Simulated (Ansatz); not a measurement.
Input for Ansatz (development build ahead of 0.2.0):

```yaml
crystal:
  periodic: [false, false, false]
  atoms:
    - { symbol: F, position_ang: [0.0, 0.0, 0.0] }
    - { symbol: Li, position_ang: [0.0, 3.0953, 1.7871] }
    - { symbol: Li, position_ang: [0.0, -3.0953, 1.7871] }
basis:
  gaussian: { orbitals: pcseg-2 }
total_charge: 1
magnetization:
  spin_polarized: true
hamiltonian:
  xc: pbe0
```

The input is written out in the form of the current development build from the run's settings.

Results

```
Converged                       : yes
Total energy                    : -114.52985 hartree
Spin squared of the determinant : 0.000
Stability test                  : minimum
```

Caution: charge can spread falsely over distant fragments.
